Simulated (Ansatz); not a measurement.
## Pt: what a missing neighbour costs

Method: Ansatz, DFT PBEsol, scalar-relativistic, plane waves, PAW.

Cutoff 420 eV, Γ-centred meshes of like density (1×1×8 for the 16-atom cell), Gaussian smearing of 0.05 eV, energies at zero smearing and 0 K, each start's symmetry kept, no spin polarisation.

Bulk Pt (Fm-3m) has 12 nearest neighbours at 2.77 Å and a cohesive energy of 6.41 eV against the spin-polarised free atom. These structures stand in vacuum and were relaxed; neighbours count within 1.1 bulk bonds.

```
                             start atoms × neighbours mean bond (Å) energy over bulk (eV/atom)
[111] wire, 16 host atoms a period  5×5, 2×6, 3×7, 2×8, 2×9, 1×10, 1×12           2.68                        1.40
[111] wire, 18 host atoms a period             4×5, 4×6, 2×7, 6×8, 2×12           2.68                        1.34
```

Q: Compare two estimates without free parameters: bonds of fixed strength, and a band energy that grows as the square root of coordination.

A: With fixed bonds an atom with z neighbours loses E_coh(1 − z/12); in the second-moment picture the band narrows as √z and it loses E_coh(1 − √(z/12)). Averaged over the atoms, in eV:
| start | fixed bonds | square root | computed |
| --- | --- | --- | --- |
| [111] wire, 16 host atoms a period | 2.60 | 1.52 | 1.40 |
| [111] wire, 18 host atoms a period | 2.55 | 1.48 | 1.34 |

The rms misses are 1.21 and 0.13 eV. Fixed bonds overshoot every row: the bonds that remain grow stronger when neighbours are missing, which the square root captures in part, and the bonds shorten by up to 3 %. Even the square root lies above every computed value, since it holds bond lengths fixed and knows nothing of shells, hybridisation or moments.

Spin-orbit coupling is left out, which matters for the bands of heavy elements.

Each run keeps its start's symmetry and one magnetic start, so lower states can exist.

Cost: 2 runs of about 75 core-minutes in all, on Arm Neoverse V2 (shared hosts).